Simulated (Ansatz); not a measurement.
A calculation with Ansatz (development build ahead of 0.2.0).

```yaml
crystal:
  periodic: [false, false, false]
  atoms:
    - { symbol: C, position_ang: [-0.00672, -0.00736, -1.17392] }
    - { symbol: C, position_ang: [0.00618, -0.00658, 0.28258] }
    - { symbol: "N", position_ang: [-0.00766, 0.00605, 1.43295] }
    - { symbol: H, position_ang: [0.00353, -1.02265, -1.55236] }
    - { symbol: H, position_ang: [-0.8927, 0.51101, -1.54684] }
    - { symbol: H, position_ang: [0.88465, 0.51891, -1.55161] }
basis:
  gaussian: { orbitals: def2-SVP }
magnetization:
  spin_polarized: true
  initial_magnetization: 2
hamiltonian:
  xc: hf
output:
  forces: true
```

The input is written out in the form of the current development build from the run's settings.

Results

```
Converged                       : yes
Total energy                    : -131.61158 hartree
Spin squared of the determinant : 2.017
Stability test                  : minimum
```

Forces (eV/Å):
```tsv
atom	Fx	Fy	Fz
C1	0.098	0.675	0.304
C2	0.938	-0.670	-15.643
N3	-0.482	0.347	15.902
H4	-0.062	-0.224	-0.099
H5	-0.177	0.042	-0.534
H6	-0.315	-0.170	0.071
```

Caution: another spin multiplicity may lie lower.
